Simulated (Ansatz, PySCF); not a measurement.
Molecule: C₃H₄, charge 1, multiplicity 2. 
Coordinates optimised at B3LYP-D3(BJ)/def2-TZVP (Ansatz, a first-principles code):
```xyz
7

C     -1.2082    -0.1470    -0.1356
C      0.1823     0.0036     0.0292
C      1.4078     0.1586     0.1639
H     -1.4579    -0.9690    -0.8144
H     -1.5649     0.7836    -0.6354
H     -1.7356    -0.1960     0.8228
H      2.4675     0.2901     0.2816
```
Charge +1, spin multiplicity 2.

Total electronic energies in hartree. Correlated levels leave the core frozen unless marked. UHF or UKS for open shells. No spin-orbit coupling. Non-relativistic. CBS marks a two-point X^-3 extrapolation of the correlation energy; Hartree-Fock from the larger set. The bracket is a focal-point correction in the basis named.

```json
[
 {"level": "HF/6-31G", "program": "Ansatz", "energy (Eh)": "-115.49035"},
 {"level": "RI-HF/aug-cc-pVQZ", "program": "Ansatz", "energy (Eh)": "-115.58623"},
 {"level": "TPSS/def2-TZVPD", "program": "PySCF", "energy (Eh)": "-116.35340"},
 {"level": "PBE0-D3(BJ)/def2-TZVP", "program": "Ansatz + dftd3", "energy (Eh)": "-116.17956"},
 {"level": "r2SCANh/def2-TZVPD", "program": "Ansatz", "energy (Eh)": "-116.24746"},
 {"level": "LC-wPBE-D4/def2-TZVPD", "program": "Ansatz + dftd4", "energy (Eh)": "-116.23619"},
 {"level": "MP2/6-31G", "program": "Ansatz", "energy (Eh)": "-115.72139"},
 {"level": "RI-MP2/CBS(aug-cc-pVTZ,aug-cc-pVQZ)+[CCSD(T)-MP2]/aug-cc-pVDZ", "program": "Ansatz", "energy (Eh)": "-116.1104"},
 {"level": "RI-MP2/CBS(cc-pVTZ,cc-pVQZ)+[CCSD(T)-MP2]/cc-pVTZ", "program": "Ansatz", "energy (Eh)": "-116.1097"}
]
```

Totals of different functionals don't rank their quality; only differences between species are comparable.
